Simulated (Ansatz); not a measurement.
Working through a composite energy at a relaxed geometry of CH₅Al, SMILES [CH3][AlH2]

With Ansatz 0.2.0 through its Python package.

At the Python prompt:
```pycon
>>> import itertools
>>> import warnings
>>> import ansatz as az
>>> from ase import Atoms
>>> from ase.data import atomic_numbers, covalent_radii
>>> import numpy as np
>>> warnings.simplefilter("ignore", az.DeckWarning)
>>> atoms = Atoms(["C", "Al", "H", "H", "H", "H", "H"], positions=[
...     (-0.4531, -0.719, -0.3743),
...     (0.4216, 0.9566, 0.2747),
...     (-1.0483, -1.1737, 0.4458),
...     (-1.1733, -0.3788, -1.16),
...     (0.2448, -1.374, -0.8474),
...     (0.0906, 1.459, 1.7588),
...     (1.9789, 1.1619, -0.1433),
... ])
>>> mol = az.Crystal.molecule_from_ase(atoms)
>>> calculation = (
...     mol.calculation()
...     .basis(gaussian="def2-SVP")
...     .functional("r2SCAN")
... )
>>> symbols = [site.symbol for site in mol.cartesian_sites]
>>> start = np.array([site.position_ang for site in mol.cartesian_sites], dtype=float)
>>> summary = calculation.relax(force_tolerance=0.01, max_steps=100).run(threads=1).report
>>> end = np.array(summary["positions_ang"])
>>> # pairs closer than 1.2 times the sum of covalent radii, before or after
>>> radius = [covalent_radii[atomic_numbers[s]] for s in symbols]
>>> span = lambda where, i, j: np.linalg.norm(where[i] - where[j])
>>> bonded = [(i, j) for i, j in itertools.combinations(range(len(symbols)), 2) if min(span(start, i, j), span(end, i, j)) < 1.2 * (radius[i] + radius[j])]
>>> print("pair        before    after (A)")
pair        before    after (A)
>>> for i, j in bonded:
...     print(f"{symbols[i]}{i}-{symbols[j]}{j}".ljust(10), f"{span(start, i, j):8.4f} {span(end, i, j):8.4f}")
...
C0-Al1       1.9985   1.9544
C0-H2        1.1107   1.1027
C0-H3        1.1188   1.1068
C0-H4        1.0677   1.1029
Al1-H5       1.6014   1.5935
Al1-H6       1.6254   1.5935
>>> minimum = az.Crystal.molecule()
>>> for symbol, place in zip(symbols, end):
...     minimum = minimum.atom(symbol, place.tolist())
...
>>> at_minimum = minimum.calculation()
>>> # MP2 extrapolated to the basis limit, plus the small-basis difference CCSD(T) - MP2
>>> level = lambda method, basis: at_minimum.basis(gaussian=basis).correlation(method).run(threads=1).report
>>> small, large, cluster = level("mp2", "cc-pVDZ"), level("mp2", "cc-pVTZ"), level("ccsd_t", "cc-pVDZ")
>>> corr = lambda each: (each["free_energy_ev"] - each["reference_energy_ev"]) / 27.211386246
>>> mp2_limit = (27 * corr(large) - 8 * corr(small)) / 19
>>> pieces = {"HF / cc-pVTZ": large["reference_energy_ev"] / 27.211386246, "MP2 correlation, DZ-TZ limit": mp2_limit, "CCSD(T) - MP2 / cc-pVDZ": corr(cluster) - corr(small)}
>>> for name, value in pieces.items():
...     print(f"{name:32s} {value:14.6f} Ha")
...
HF / cc-pVTZ                        -282.705873 Ha
MP2 correlation, DZ-TZ limit          -0.291479 Ha
CCSD(T) - MP2 / cc-pVDZ               -0.042099 Ha
>>> print(f"{'sum':32s} {sum(pieces.values()):14.6f} Ha")
sum                                 -283.039450 Ha
>>> print("T1 diagnostic", round(cluster["correlation"]["coupled_cluster"]["t1_diagnostic"], 4))
T1 diagnostic 0.0086
```

Reading the output:
- Total energies depend on the basis set; only differences at equal settings carry meaning.
- The sum leaves out core correlation, relativity, the Hartree-Fock basis error and zero-point energy; a DZ-TZ extrapolation is rough.
- Inner cores stay frozen, so this is valence correlation.
- For Al to Cl the sets with a tight d function, cc-pV(X+d)Z, are usual.
- An extrapolation from small basis sets is rough.
- Finished in 15 s on 1 thread of Arm Neoverse V1, on a shared host, peak memory 0.25 GiB.
